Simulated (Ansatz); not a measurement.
# ClFO₂S: small, medium and large basis sets

The task here is to estimate one member of a computed series from the others.

Method: one geometry, several basis sets; program: Ansatz 0.2.0, Gaussian basis.

The runs, in order: PBE0-D4/def2-SVP; ωB97M-V/def2-SVP; PBE0-D4/def2-QZVPP; ωB97M-V/def2-QZVPP; the functionals' def2-TZVPP values are taken from earlier runs.

## The geometry

An earlier PBE0-D4 in a triple-zeta def2 set relaxation fixed the geometry.

SMILES `O=S(=O)(F)Cl`, 5 atoms, charge 0, spin multiplicity 1.

Atoms are counted from 1 here; the program's logs count them from 0.

Bond lengths: O1–S2 1.410 Å, S2–O3 1.410 Å, S2–F4 1.551 Å, S2–Cl5 1.995 Å. Angles: O1–S2–O3 123.8°, O1–S2–F4 107.1°, O1–S2–Cl5 108.9°, O3–S2–F4 107.1°, O3–S2–Cl5 108.9°, F4–S2–Cl5 97.8°.

The first run:

in.yaml reads:

```yaml
crystal:
  periodic: [false, false, false]
  atoms:
    - {symbol: O, position_ang: [-0.123497, -0.162692, 1.503039]}
    - {symbol: S, position_ang: [0.100211, -0.145145, 0.111166]}
    - {symbol: O, position_ang: [1.158043, -0.828959, -0.522123]}
    - {symbol: F, position_ang: [-1.214700, -0.608716, -0.568407]}
    - {symbol: Cl, position_ang: [0.079933, 1.745522, -0.523686]}
basis:
  gaussian: {orbitals: def2-SVP}
hamiltonian: {xc: pbe0, dispersion: d4}
output: {orbitals: {seedname: orbitals}}
```

Run with:

```bash
> ansatz run in.yaml --threads 4 --pin off --events-out ev --progress --plain --max-ram 10444MiB
```

Among the steps run: PBE0-D4 in def2-SVP; ωB97M-V in def2-SVP; PBE0-D4 in def2-QZVPP; ωB97M-V in def2-QZVPP.

One of the session's tables, all rows but one given; the rest of the session is left out.

It belongs to the step «Functionals by basis». 

| functional | basis | HOMO (eV) | LUMO (eV) |
| --- | --- | --- | --- |
| PBE0-D4 | def2-SVP | -9.90 | -1.77 |
| PBE0-D4 | def2-TZVPP | ? | ? |
| PBE0-D4 | def2-QZVPP | -10.06 | -2.01 |
| ωB97M-V | def2-SVP | -12.18 | 0.57 |
| ωB97M-V | def2-TZVPP | -12.34 | 0.32 |
| ωB97M-V | def2-QZVPP | -12.39 | 0.16 |

Estimate the missing values for PBE0-D4, def2-TZVPP.

The run gave: HOMO (eV): -10.02; LUMO (eV): -1.92. In the column «HOMO (eV)» it lies between PBE0-D4, def2-QZVPP (-10.06) and PBE0-D4, def2-SVP (-9.90).
